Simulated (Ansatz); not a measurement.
Geometry optimisation, RKS B3LYP/def2-SVP (Ansatz 0.2.0).

Input file:

```yaml
crystal:
  periodic: [false, false, false]
  atoms:
    - { symbol: O, position_ang: [0.5802, -2.0923, 0.1766] }
    - { symbol: C, position_ang: [0.2164, -0.9477, -0.103] }
    - { symbol: C, position_ang: [-0.1537, 0.2872, -0.3552] }
    - { symbol: O, position_ang: [-0.1585, 1.2016, 0.6876] }
    - { symbol: Cl, position_ang: [-0.4222, 0.7378, -1.9757] }
    - { symbol: H, position_ang: [-0.0202, 0.7493, 1.5235] }
basis:
  gaussian: { orbitals: def2-SVP }
hamiltonian:
  xc: b3lyp
relax:
  f_tol: 0.02
  max_steps: 50
```

Command:

```bash
$ ansatz run input.yaml --threads 1 --pin off --max-ram 2048MiB --backend cpu --events-out ev --progress --plain --runs-dir out
```

Q: Where does it end, and by what steps?

A: It converged. After 19 steps the energy has fallen by 0.538 eV; H6 moved furthest, 0.81 Å.

| step | energy less start (eV) | largest force component (eV/Å) | accepted |
| --- | --- | --- | --- |
| 0 | 0.0000 | 5.226 | yes |
| 1 | -0.2231 | 1.280 | yes |
| 2 | -0.2642 | 1.230 | yes |
| 3 | -0.2794 | 0.726 | yes |
| 4 | -0.2911 | 0.195 | yes |
| 5 | -0.3020 | 0.440 | yes |
| 6 | -0.2828 | 1.999 | no |
| 7 | -0.3276 | 0.539 | yes |
| 8 | -0.3642 | 1.118 | yes |
| 9 | -0.4492 | 0.486 | yes |
| 10 | -0.4646 | 0.317 | yes |
| 11 | -0.4410 | 2.205 | no |
| 12 | -0.5010 | 0.199 | yes |
| 13 | -0.5230 | 0.398 | yes |
| 14 | -0.5271 | 0.818 | yes |
| 15 | -0.5294 | 0.414 | yes |
| 16 | -0.5358 | 0.093 | yes |
| 17 | -0.5376 | 0.052 | yes |
| 18 | -0.5378 | 0.061 | yes |
| 19 | -0.5378 | 0.004 | yes |

```xyz
6
Properties=species:S:1:pos:R:3
O 0.637 -2.234 -0.076
C 0.341 -1.106 -0.127
C 0.011 0.179 -0.193
O 0.270 1.056 0.811
Cl -0.654 0.759 -1.715
H -0.563 1.282 1.255
```

The run took 63 s on 1 thread of Arm Neoverse V1, on a shared host, peak memory 0.15 GiB.
